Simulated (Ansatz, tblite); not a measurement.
# The cluster Li₅+: rung by rung

The task here is to estimate one member of a computed series from the others.

Program: Ansatz 0.2.0, Gaussian basis. Level of theory: as each input shows. These are calculated values, not measurements.

Levels to be run: GFN1-xTB, PBE/def2-TZVP, r2SCAN/def2-TZVP, B2PLYP/def2-TZVP, LDA/def2-TZVP, CAM-B3LYP/def2-TZVP, revPBE/def2-TZVP, B97M-V/def2-TZVP, PBE/def2-SVP, PBE0/def2-SVP, HF/STO-3G, CCSD(T)/def2-TZVPP, MP2/def2-TZVP, RPA/def2-TZVP.

2 further runs of the same task are left out: 2 set aside as unsound or not needed.

**The structure**

The singlet was relaxed beforehand with r2SCAN/def2-TZVP. At that level it is the lowest of the isomers that a small search found.

5 atoms, charge 1, spin multiplicity 1.

Bond lengths: Li2–Li3 2.810 Å, Li2–Li5 2.809 Å, Li3–Li5 2.810 Å. Angles: Li3–Li2–Li5 60.0°, Li2–Li3–Li5 60.0°, Li2–Li5–Li3 60.0°.

The ion is computed in the gas phase, without counter-ions or solvent.

PBE0/def2-TZVP was run before; its log isn't repeated, and its numbers join the tables.

Set-up of the first run:

Tight binding, by tblite at 300 K electronic temperature and without a spin-polarisation term:

```python
tblite.interface.Calculator('GFN1-xTB', numbers, positions, charge=1, uhf=0).singlepoint()
```

start.molden holds the orbitals of an earlier run on this state, given as this run's starting guess.

File in.yaml:

```yaml
crystal:
  periodic: [false, false, false]
  atoms:
    - {symbol: Li, position_ang: [-1.531325, 2.368313, 0.183029]}
    - {symbol: Li, position_ang: [-0.304093, -0.320223, 1.560965]}
    - {symbol: Li, position_ang: [-0.989493, -0.569042, -1.152516]}
    - {symbol: Li, position_ang: [1.531125, -2.368255, -0.183390]}
    - {symbol: Li, position_ang: [1.293776, 0.889206, -0.408088]}
basis:
  gaussian: {orbitals: def2-TZVP, initial_orbitals: start.molden}
total_charge: 1
hamiltonian: {xc: pbe}
scf: {omitted_lower_state_checks: [starts]}
output: {orbitals: {seedname: orbitals}}
```

Started as:

```console
> ansatz run in.yaml --threads 4 --pin off --events-out ev --progress --plain --max-ram 3916MiB
```

Among the steps run: PBE/def2-TZVP; r2SCAN/def2-TZVP; B2PLYP/def2-TZVP; LDA/def2-TZVP; CAM-B3LYP/def2-TZVP; revPBE/def2-TZVP; B97M-V/def2-TZVP; PBE/def2-SVP; PBE0/def2-SVP; HF/STO-3G; CCSD(T)/def2-TZVPP; MP2/def2-TZVP; RPA/def2-TZVP.

One table of the session follows, with a row left open; its other results are not shown here.

| level | HOMO (eV) | LUMO (eV) | gap (eV) |
| --- | --- | --- | --- |
| HF/STO-3G | -7.69 | -2.18 | 5.51 |
| LDA/def2-TZVP | -6.67 | -5.83 | 0.84 |
| PBE/def2-SVP | -6.53 | -5.65 | 0.88 |
| PBE/def2-TZVP | -6.66 | -5.80 | 0.86 |
| revPBE/def2-TZVP | -6.65 | -5.77 | 0.89 |
| r2SCAN/def2-TZVP | -6.61 | -5.53 | 1.08 |
| B97M-V/def2-TZVP | -6.51 | -5.80 | 0.71 |
| PBE0/def2-SVP | -7.04 | -5.06 | 1.98 |
| PBE0/def2-TZVP | ? | ? | ? |
| CAM-B3LYP/def2-TZVP | -7.93 | -4.39 | 3.54 |

Q: Estimate the row for PBE0/def2-TZVP from the others.

**Answer.** HOMO (eV): -7.17; LUMO (eV): -5.23; gap (eV): 1.94. In the column «HOMO (eV)» it lies between HF/STO-3G (-7.69) and PBE0/def2-SVP (-7.04).
